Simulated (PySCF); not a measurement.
ethylene (C2H4), SMILES C=C. Coordinates come from a B3LYP-D3(BJ)/def2-TZVP optimisation.

PySCF with TDDFT-ωB97X/def2-TZVPD puts the lowest singlet excitations at 7.74, 7.76, 8.21, 8.67, 9.02, 9.70 eV.

Task: What are the lowest excitation roots from ADC(2)/aug-cc-pVDZ (PySCF 2.14.0)? (An estimate is asked for; the answer gives what the named calculation found.)

Result: 7.21, 7.87, 7.92, 7.95, 8.68, 8.89 eV. S1 differs by -0.53 eV (second minus first; roots are paired by order, and the bases may differ).
